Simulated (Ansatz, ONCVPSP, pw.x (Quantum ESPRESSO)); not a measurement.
**tantalum (Ta): does the ONCV potential hold in the solid?**

tantalum, optimised norm-conserving Vanderbilt (ONCV), made with ONCVPSP 4.0.1.1 (patched build) (PBE, scalar-relativistic). Core [Kr] 4d10 4f14, reference 5s2 5p6 5d3 6s2. Waves: 5s+6s: rc 1.65 bohr, ncon 4, nbas 9, qcut 7.4 1/bohr, 2 projectors; 5p: rc 1.80 bohr, ncon 3, nbas 7, qcut 9.4 1/bohr, 2 projectors, debl 1.7 Ha; 5d: rc 2.10 bohr, ncon 4, nbas 7, qcut 5.4 1/bohr, 2 projectors, debl 0.8 Ha. Local part: polynomial inside 1.10 bohr (lpopt 5, dvloc0 0 Ha). Core correction: Teter function, fcfact 3.75, rcfact 1.1.

Atomic tests: cutoffs needed: 25 Ha and 31 Ha (the cutoffs (Ha) at which the residual kinetic energy of the hardest occupied pseudo-wave falls to 1 and 0.1 mHa per electron); ghost test: no bound ghost flagged; GHOST(+) flagged for s at 75.8 eV; largest excitation error: +6.4 meV (all-electron minus pseudo) for 5s2 5p6 5d3 6s0, out of 4 test configurations.

Crystal test: bcc Ta in pw.x 7.5, no spin, 14³ k-points, Fermi–Dirac smearing 0.01 Ry, cutoffs 75/300 Ry. The reference is all-electron LAPW (Ansatz 0.2.0) with the same functional, mesh and smearing; V0 and B0 come from Birch–Murnaghan fits to the pressures at five volumes. Errors are pseudo minus all-electron; Δ is the rms difference of the E(V) curves that follow from these fits, minima aligned, over ±6 % about the mean V0. Mesh and smearing are coarse, so the numbers serve the comparison and aren't converged zero-temperature values; the lattice is a test structure that the element need not adopt.

All-electron: a0 = 3.321 Å (V0 = 18.31 Å³/atom), B0 = 193.2 GPa.

Q: How far does the potential miss the all-electron equation of state?

A: mean pressure error (GPa): -2.27; a0 (Å): 3.308; a0 error (%): -0.39; B0 error (%): +0.1; Δ (meV/atom): 9.0.

```json
{"V (Å³/atom)": "17.282", "P all-electron (GPa)": "12.43", "P pseudo (GPa)": "9.70"}
{"V (Å³/atom)": "17.737", "P all-electron (GPa)": "6.48", "P pseudo (GPa)": "4.01"}
{"V (Å³/atom)": "18.192", "P all-electron (GPa)": "1.22", "P pseudo (GPa)": "-1.03"}
{"V (Å³/atom)": "18.647", "P all-electron (GPa)": "-3.44", "P pseudo (GPa)": "-5.49"}
{"V (Å³/atom)": "19.102", "P all-electron (GPa)": "-7.57", "P pseudo (GPa)": "-9.43"}
```

Q: At the middle volume, how do free energy and pressure move when the wave cutoff is lowered (ecutrho kept at four times it)?

A:

```
cutoff (Ry)  shift of F (meV/atom)  shift of P (GPa)
         34                +1852.0            -46.92
         45                 +381.1            -16.10
         60                  +24.5             -1.71
```

Input at the middle volume:

```
&control
  calculation='scf', prefix='x', pseudo_dir='./', outdir='./tmp', tstress=.true., disk_io='none'
/
&system
  ibrav=0, nat=1, ntyp=1, ecutwfc=75, ecutrho=300, nbnd=14,
  occupations='smearing', smearing='fd', degauss=0.01
/
&electrons
  conv_thr=1e-09, mixing_beta=0.4, electron_maxstep=70
/
ATOMIC_SPECIES
Ta 1.0 Ta.UPF
CELL_PARAMETERS angstrom
  -1.65681297 1.65681297 1.65681297
  1.65681297 -1.65681297 1.65681297
  1.65681297 1.65681297 -1.65681297
ATOMIC_POSITIONS crystal
Ta 0.0000 0.0000 0.0000
K_POINTS automatic
14 14 14 0 0 0
```

```bash
pw.x < Ta.scf.in > Ta.scf.out
```

Lines of the output:

```
Message from routine setup:
     using ibrav=0 with symmetry is DISCOURAGED, use correct ibrav instead
     lattice parameter (alat)  =       5.4229  a.u.
     unit-cell volume          =     122.7657 (a.u.)^3
     number of electrons       =        13.00
     number of Kohn-Sham states=           14
     kinetic-energy cutoff     =      75.0000  Ry
     charge density cutoff     =     300.0000  Ry
     scf convergence threshold =      1.0E-09
     Exchange-correlation= PBE
     number of k points=   104  Fermi-Dirac smearing, width (Ry)=  0.0100
     iteration #  1     ecut=    75.00 Ry     beta= 0.40
     total energy              =    -121.71665281 Ry
     estimated scf accuracy    <       0.02474869 Ry
     iteration #  2     ecut=    75.00 Ry     beta= 0.40
     total energy              =    -121.71684940 Ry
     estimated scf accuracy    <       0.00403004 Ry
     iteration #  3     ecut=    75.00 Ry     beta= 0.40
     total energy              =    -121.71744444 Ry
     estimated scf accuracy    <       0.00020117 Ry
     iteration #  4     ecut=    75.00 Ry     beta= 0.40
     total energy              =    -121.71745639 Ry
     estimated scf accuracy    <       0.00000293 Ry
     iteration #  5     ecut=    75.00 Ry     beta= 0.40
     total energy              =    -121.71745739 Ry
     estimated scf accuracy    <       0.00000029 Ry
     iteration #  6     ecut=    75.00 Ry     beta= 0.40
     total energy              =    -121.71745745 Ry
     estimated scf accuracy    <          4.1E-09 Ry
     iteration #  7     ecut=    75.00 Ry     beta= 0.40
     the Fermi energy is    18.2984 ev
!    total energy              =    -121.71745745 Ry
     estimated scf accuracy    <          1.9E-10 Ry
     smearing contrib. (-TS)   =      -0.00562799 Ry
     The total energy is F=E-TS. E is the sum of the following terms:
     one-electron contribution =     -18.21811746 Ry
     hartree contribution      =      14.52704146 Ry
     xc contribution           =     -19.80203306 Ry
     ewald contribution        =     -98.21872040 Ry
     convergence has been achieved in   7 iterations
          total   stress  (Ry/bohr**3)                   (kbar)     P=      -10.26
     Message from routine punch:
     Nothing written, as per user request (disk_io='none')
```

The run at the middle volume (104 k-points, 7 iterations) took about 36 s on one core of a shared host (Neoverse-N1, 64 threads, 124 GiB, load 50).
